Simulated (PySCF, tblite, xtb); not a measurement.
Breaking a bond: SMILES C=C=O, singlet. The C1–C4 bond (C1 also carries H, H; C4 carries O) is pulled apart rigidly from the PBE0/def2-TZVP optimised geometry.

Methods: GFN1-xTB (xtb); UKS-B3LYP/6-311+G** = PySCF 2.14.0 with unrestricted B3LYP/6-311+G**, spherical d; GFN2-xTB, 300 K electronic temperature (tblite); UKS-B3LYP = unrestricted B3LYP/def2-TZVP run with PySCF.

Energies are in eV, each relative to the lowest point of its own curve near equilibrium.

```csv
R / Å,GFN1-xTB,UKS-B3LYP/6-311+G**,GFN2-xTB,UKS-B3LYP
0.98,7.090,6.735,6.859,6.694
1.04,4.005,3.933,3.874,3.895
1.11,1.776,1.853,1.709,1.824
1.17,0.697,0.801,0.660,0.782
1.23,0.154,0.233,0.136,0.223
1.25,0.064,0.127,0.051,0.119
1.31,0.000,0.000,0.000,0.000
1.34,0.060,0.025,0.067,0.028
1.39,0.263,0.164,0.280,0.171
1.45,0.628,0.453,0.661,0.463
1.50,1.001,0.763,1.048,0.775
1.62,2.024,1.644,2.111,1.659
1.78,3.431,2.884,3.584,2.902
1.98,4.970,4.227,5.206,4.248
2.16,6.021,4.656,6.325,4.679
2.34,—,4.613,—,4.641
```

A dash means that the run gave no value there, or that the column was ended at a point which the program doubted or which failed a test of continuity chosen for this set; such a test can also cut sound points.

The unrestricted determinant behind UKS-B3LYP/6-311+G**, UKS-B3LYP is spin-contaminated at 1.98 to 3.91 Å (<S²> up to 1.0, against 0.00 for a pure singlet).
